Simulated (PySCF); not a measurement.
Structure problem from calculated spectra and properties.

Formula: C2H6O3S.

| Property | Result |
| --- | --- |
| 13C NMR | chemical shifts (computed TMS as zero) by class: 48.0 (1 C), 43.5 (1 C) ppm [GIAO PBE0/pcSseg-1] |
| Dipole | 2.94 D [PBE0/pcSseg-1] |
| Rotational structure | rotational constants A, B, C: 4.550, 2.654, 2.533 GHz [GFN2-xTB] |
| NMR, other nuclei | isotropic shieldings of nuclei other than C and H, by class: 109 (2 O), 161 (1 O), 181 (1 S) ppm [GIAO PBE0/pcSseg-1] |
| 1H NMR | chemical shifts (computed TMS as zero) by class: 4.00 (3 H), 2.70 (3 H) ppm [GIAO PBE0/pcSseg-1] |

Gas-phase values; electronic properties from PySCF, density fitting. Levels stand in brackets. Geometry: GFN2-xTB, one conformer, isolated molecule. Each NMR value is the plain mean over a class of atoms that symmetry, rotation or inversion makes alike.

Question: What is the compound? Reason from the data.

Answer: Numbering: `[CH3:1][O:2][S:3]([CH3:4])(=[O:5])=[O:6]`. 2 carbons fall into 2 classes; from least to most shielded: methoxy carbon [C1] (48.0 ppm), S-methyl carbon [C4] (43.5 ppm). Hydrogen classes from least to most shielded: 3 H on a methoxy carbon, C1 (4.00 ppm), 3 H on an S-methyl carbon, C4 (2.70 ppm). The other shieldings belong to: 109 ppm, sulfonyl oxygen [O5/O6]; 161 ppm, oxygen bonded to C and S [O2]; 181 ppm, sulfonyl sulfur [S3]. The optimised geometry has point group Cs and is an asymmetric top. Structure: `COS(C)(=O)=O`. Computed isomers that give other values at the same levels: `COS(=O)OC` (smallest rotational constant: 2.143 GHz; this holds for the one conformer computed). The assignments are read from this structure; whether some other isomer fits the data as well wasn't checked.

Conformer computed: `[CH3:1][O:2][S:3]([CH3:4])(=[O:5])=[O:6]`: C1–O2–S3–C4 180°.
